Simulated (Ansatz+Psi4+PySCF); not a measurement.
## doublet CO2(+): levels of theory in one basis

```yaml
atoms:
  - { symbol: O, position_ang: [0.0000, 0.0000, -1.1800] }
  - { symbol: C, position_ang: [0.0000, 0.0000, 0.0000] }
  - { symbol: O, position_ang: [0.0000, 0.0000, 1.1800] }
```

Basis set: cc-pVTZ (spherical functions). Correlated methods keep 3 orbitals frozen. Correlation on ROHF uses semicanonical orbitals with singles. Charge 1, multiplicity 2.

Computed with Ansatz (development build ahead of 0.2.0) and Psi4 1.11; each method stands on the lowest determinant of its kind that the runs found.

```tsv
method	E − E(ROHF) (eV)	<S²> of the determinant
ROHF	0.00	0.75
UHF	-0.93	0.98
ROHF-MP2	-15.48	–
UHF-MP2	-15.08	0.98
ROHF-CCSD	-15.78	–
ROHF-CCSD(T)	-16.59	–
UHF-CCSD(T)	-16.59	0.98
```

**Question.** What does UHF-CCSD give on the same scale?

**Answer.** -15.88 eV.

Caution for ROHF, ROHF-MP2, ROHF-CCSD, ROHF-CCSD(T): an unrestricted determinant lies well below; the determinant breaks the point group. Caution for UHF, UHF-MP2, UHF-CCSD, UHF-CCSD(T): the unrestricted determinant is spin contaminated. Caution for ROHF-MP2, UHF-MP2, ROHF-CCSD, UHF-CCSD, ROHF-CCSD(T), UHF-CCSD(T): large amplitudes, a single reference is doubtful. Caution for ROHF-MP2, UHF-MP2: MP2 on this radical cation hangs on the determinant chosen. Caution for ROHF-MP2: another reference gives a lower total.
